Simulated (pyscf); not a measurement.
`[CH3][Ga][CH3]` [doublet] + `[FH]` → `[CH4]` + `[CH3][Ga][F]` [doublet] (four-centre exchange; doublet surface; C–Ga, F–H broken, C–H, F–Ga formed). PySCF, gas phase, ωB97X-D3(BJ)/def2-SVP geometries. Energies in kcal/mol from the separated reactants.

```tsv
level	barrier	reaction energy
ωB97X-D3(BJ)/def2-TZVP	…	…
B3LYP-D3(BJ)/def2-TZVP	4.8	-34.9
PBE0-D3(BJ)/def2-TZVP	2.9	-31.7
M06-2X/def2-TZVP	3.1	-34.0
ωB97M-D3(BJ)/def2-TZVP	5.1	-33.2
HF/def2-TZVP	…	-36.7
```

Question: What belongs in the gaps?

Answer: 
- ωB97X-D3(BJ)/def2-TZVP, barrier: 5.6
- ωB97X-D3(BJ)/def2-TZVP, reaction energy: -32.4
- HF/def2-TZVP, barrier: 19.0

The functionals in the table span 2.7 kcal/mol in this barrier, from PBE0-D3(BJ) to ωB97X-D3(BJ)/def2-TZVP. On the reactant side the descent ends in a complex, 4.9 kcal/mol under the separated species and 10.4 kcal/mol under the saddle at ωB97X-D3(BJ)/def2-TZVP. This is the saddle that the search found; another between the same sides may lie lower. Elements up to Kr have no core potential and no relativistic terms here.
